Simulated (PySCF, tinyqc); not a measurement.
Inside a calculation. Method: CISD on RHF in the sto-6g basis, frozen core, for HF, spin multiplicity 1. The lowest restricted solution is unstable here: a spin-polarised one lies 0.0406 hartree lower (PySCF). One step of it, computed by the program tinyqc.

Task: CISD: roots. Diagonalise (each vector has its largest component positive (the first on a tie)); all determinants have Ms = 0, so triplets appear too. The lowest singlet root is the correlation energy.

Occupation strings over the orbitals (2 doubly, a alpha, b beta, 0 empty; spin orbitals ordered 1a 1b 2a 2b ...): 222220 2222ab 2a222b 2222ba 2b222a 222202 2a22b2 222022 220222 2b22a2 202222

H - E(HF) between determinants (hartree), lower triangle:
```
           222220     2222ab     2a222b     2222ba     2b222a     222202     2a22b2     222022
222220   0.000000
2222ab   0.000000   0.309726
2a222b   0.000000  -0.009207   1.138592
2222ba   0.000000  -0.256196  -0.025937   0.309726
2b222a   0.000000  -0.025937  -0.090626  -0.009207   1.138592
222202   0.256196   0.057439  -0.064700  -0.057439   0.064700   0.653914
2a22b2  -0.025937   0.064700  -0.240139  -0.024789   0.086363   0.050620   1.514856
222022   0.027666   0.024460   0.021228  -0.024460  -0.021228   0.031827   0.020223   0.730154
220222   0.027666   0.024460   0.021228  -0.024460  -0.021228   0.031827   0.020223   0.053789
2b22a2   0.025937  -0.024789   0.086363   0.064700  -0.240139  -0.050620  -0.122514  -0.020223
202222   0.090626   0.086363   0.019181  -0.086363  -0.019181   0.122514   0.087857   0.192257

           220222     2b22a2    202222
220222   0.730154
2b22a2  -0.020223   1.514856
202222   0.192257  -0.087857  2.578545
```

Give: lowest roots of this matrix, relative to E(HF); lowest vectors; <S^2> of these roots; weight of the ground state by excitation level 0, 1, 2, ....

Result:

lowest roots of this matrix, relative to E(HF) (hartree): -0.093  0.051  0.526  0.676  0.694  0.785  0.990  1.061

lowest vectors:
```
        root 1  root 2  root 3  root 4
222220   0.943   0.000  -0.143   0.000
2222ab   0.029   0.707   0.662   0.000
2a222b  -0.010   0.022  -0.067   0.000
2222ba  -0.029   0.707  -0.662   0.000
2b222a   0.010   0.022   0.067   0.000
222202  -0.328   0.000  -0.290   0.000
2a22b2   0.022  -0.018  -0.060   0.000
222022  -0.016   0.000  -0.040   0.707
220222  -0.016   0.000  -0.040  -0.707
2b22a2  -0.022  -0.018   0.060   0.000
202222  -0.018   0.000  -0.018   0.000
```

<S^2> of these roots: 0.000  2.000  0.000  0.000  0.000  0.000  2.000  0.000

weight of the ground state by excitation level 0, 1, 2, ...: 0.889  0.002  0.110

With one virtual orbital singles and doubles already span the full space. The reference has a weight of only 0.89: one determinant is a poor start here.
